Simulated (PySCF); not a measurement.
1,3,4-thiadiazole, C2H2N2S.
Structure used (PBE0-D3(BJ)/def2-SVP), in Å, numbered top down from 1:
```
atom  x, y, z in Å
C1     1.0931   -0.1103   -0.3516
N2     0.6853   -1.0618    0.4294
N3    -0.5568   -0.8503    0.9072
C4    -1.0768    0.2597    0.4840
S5    -0.0509    1.1650   -0.5694
H6     2.0725   -0.1058   -0.8328
H7    -2.0746    0.6014    0.7642
```

Jobs on this species (7 atoms, 44 electrons) with PySCF (density fitting). Hardware of each: one thread, Arm Neoverse V2 (aarch64), shared host. Other jobs ran on the host; a repeat could differ by tens of per cent or more.

```
                level and settings                                                                           work  basis functions  SCF cycles  wall time
                    PBE0/def2-SVPD  10 singlets by full TDDFT, 4 Tamm–Dancoff triplets, polarisability, ΔSCF ions              123           ?          ?
                    PBE0/def2-TZVP             10 singlets by full TDDFT, 4 Tamm–Dancoff triplets, polarisability              173           ?          ?
                   PBE0/def2-TZVPD             10 singlets by full TDDFT, 4 Tamm–Dancoff triplets, polarisability              212          14       20 s
                  PBE0/aug-cc-pVTZ             10 singlets by full TDDFT, 4 Tamm–Dancoff triplets, polarisability              280          14       32 s
                      HF/def2-SVPD        10 singlets by TDHF, 4 Tamm–Dancoff triplets, polarisability, ΔSCF ions              123          12      7.9 s
                 wB97X-D/def2-SVPD  10 singlets by full TDDFT, 4 Tamm–Dancoff triplets, polarisability, ΔSCF ions              123          14       36 s
                  PBE0/aug-cc-pVDZ             10 singlets by full TDDFT, 4 Tamm–Dancoff triplets, polarisability              137          13       10 s
                   B3LYP/def2-SVPD  10 singlets by full TDDFT, 4 Tamm–Dancoff triplets, polarisability, ΔSCF ions              123          13       49 s
PBE0-D3(BJ)/def2-SVP, grid level 1                                    geometry optimisation from a GFN2-xTB start               84          33      9.0 s
```

Task: Fill in the missing figures.

Result: 
- PBE0/def2-SVPD; 10 singlets by full TDDFT, 4 Tamm–Dancoff triplets, polarisability, ΔSCF ions: 38 s, 13 SCF cycles
- PBE0/def2-TZVP; 10 singlets by full TDDFT, 4 Tamm–Dancoff triplets, polarisability: 14 s, 13 SCF cycles

Task: What do all jobs in the table cost together?

Result: About 3.6 min; the longest takes about 23 % of that, and about 6.2 times as long as the shortest.
